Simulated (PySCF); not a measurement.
# Induced dipoles and field energies

Species: C₃H₆O.
Numbering: `[CH2:1]=[CH:2][O:3][CH3:4]` (hydrogens: H5, H6 on C1; H7 on C2; H8, H9, H10 on C4)

Cartesian coordinates in Å at the GFN2-xTB level; atoms count from 1:
```
atom  x, y, z in Å
C1     1.3475   -0.4496    0.3678
C2     0.7107    0.7091    0.4291
O3    -0.5556    0.9990    0.0482
C4    -1.3247   -0.0502   -0.4901
H5     0.9025   -1.3503   -0.0147
H6     2.3615   -0.5229    0.7128
H7     1.1816    1.6012    0.8201
H8    -2.2949    0.3799   -0.7317
H9    -0.8654   -0.4515   -1.3992
H10   -1.4543   -0.8600    0.2352
```

Level: B3LYP/def2-SVPD (PySCF); nuclei fixed, core orbitals frozen in the response. Permanent dipole (-0.392, -0.828, -0.347) D (1 au = 2.5417 D). Static polarisability (au):

```
x   50.09 -4.08  4.66
y   -4.08 44.22  1.03
z    4.66  1.03 36.16
```

Only the terms in μ and α are kept: μ(F) = μ + αF and ΔE = −μ·F − ½ F·αF.

(1) Apply 0.002 au along ±x, ±y and ±z in turn. Tabulate induced and total dipoles and both energy terms.

(2) For the field (0.0016, -0.0016, -0.0012) au, what is the induced dipole, and what angle does it make with the field?

(3) Which field along μ doubles the dipole in that direction (linear response)?

(4) What field makes μF equal to kT at 200 K?

(5) Induction energy −ᾱe²/2R⁴ of a unit charge at 7 Å, the molecule taken as a point?

Answers

(1) 
```tsv
field along	induced x (D)	induced y (D)	induced z (D)	total size (D)	−μ·F (kJ/mol)	−½F·αF (kJ/mol)
+x	0.255	-0.021	0.024	0.919	+0.810	-0.263
−x	-0.255	0.021	-0.024	1.099	-0.810	-0.263
+y	-0.021	0.225	0.005	0.807	+1.711	-0.232
−y	0.021	-0.225	-0.005	1.171	-1.711	-0.232
+z	0.024	0.005	0.184	0.916	+0.717	-0.190
−z	-0.024	-0.005	-0.184	1.072	-0.717	-0.190
```

(2) αF = (0.206, -0.200, -0.096) D, at 9.6° to the field. The polarisability along this direction, F·αF/F², is 45.80 au, against a mean of 43.49 au.

(3) The polarisability along the dipole is 43.33 au, so F = 0.3854 au / 43.33 au = 0.0089 au = 0.46 V/Å; higher-order terms are ignored.

(4) kT = 0.6334 × 10⁻³ Eh, so F = 0.00164 au = 8.45 MV/cm.

(5) R = 13.23 bohr, so the energy is −43.5/(2 × 13.23⁴) Eh = -1.86 kJ/mol. The charge–dipole term at its most favourable orientation, −μe/R², is -5.78 kJ/mol.

The structure is a single GFN2-xTB conformer in the gas phase; no vibrational or solvent corrections.

These values come from a run that also computed excited states. On one thread, Arm Neoverse V2, no GPU, on a shared host, this took 7.0 s of wall time.
